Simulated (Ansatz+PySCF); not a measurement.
singlet CH4: levels of theory in one basis

```yaml
atoms:
  - { symbol: C, position_ang: [0.0000, 0.0000, 0.0000] }
  - { symbol: H, position_ang: [0.6847, 0.6847, 0.6847] }
  - { symbol: H, position_ang: [0.6847, -0.6847, -0.6847] }
  - { symbol: H, position_ang: [-0.6847, 0.6847, -0.6847] }
  - { symbol: H, position_ang: [-0.6847, -0.6847, 0.6847] }
```

Basis set: def2-SVP (spherical functions). Correlated methods keep 1 orbital frozen. Charge 0, multiplicity 1.

Computed with Ansatz (development build ahead of 0.2.0); each method stands on the lowest determinant of its kind that the runs found. NEVPT2 correlates all electrons. Active spaces start from the frontier orbitals, and the lowest solution found is given.

| method | E − E(RHF) (eV) | <S²> of the determinant |
| --- | --- | --- |
| RHF | 0.00 | 0.00 |
| RHF-MP2 | -4.48 | – |
| RHF-CCSD(T) | -5.26 | – |
| CASSCF(8,8) | -2.50 | – |
| SC-NEVPT2(8,8) | -4.67 | – |

Q: What does RHF-CCSD give on the same scale?

A: -5.14 eV.

Q: Is a single determinant a sound starting point here?

A: By this sign, yes. Unrestricted orbitals gain 0.00 eV and <S²> is 0.00 against 0.00 for a pure state. The CASSCF(8,8) natural occupations are 1.98, 1.97, 1.97, 1.97, 0.03, 0.03, 0.03, 0.03.
